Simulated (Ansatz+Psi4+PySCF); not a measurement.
The numbers below are computed, except where a source is named.
Input for Ansatz (development build ahead of 0.2.0):

```yaml
crystal:
  periodic: [false, false, false]
  atoms:
    - { symbol: C, position_ang: [-0.04642, 0.66307, 0.0] }
    - { symbol: O, position_ang: [-0.04642, -0.75506, 0.0] }
    - { symbol: H, position_ang: [-1.08696, 0.97594, 0.0] }
    - { symbol: H, position_ang: [0.86059, -1.05704, 0.0] }
    - { symbol: H, position_ang: [0.43815, 1.07159, 0.88954] }
    - { symbol: H, position_ang: [0.43815, 1.07159, -0.88954] }
basis:
  gaussian: { orbitals: cc-pVTZ }
hamiltonian:
  xc: hf
correlation:
  method: mp2
  frozen_orbitals: { C: 1, H: 0, O: 1 }
```

The input is written out in the form of the current development build from the run's settings.

Results

* Converged: yes
* Reference energy: -115.08951 hartree
* Correlation energy: -0.42791 hartree
* Total energy: -115.51742 hartree
* Spin squared of the determinant: 0.000
* Stability test: minimum among restricted orbitals
* Occupied orbitals by symmetry in an Abelian subgroup (alpha; beta): 7 A' 2 A''; 7 A' 2 A''
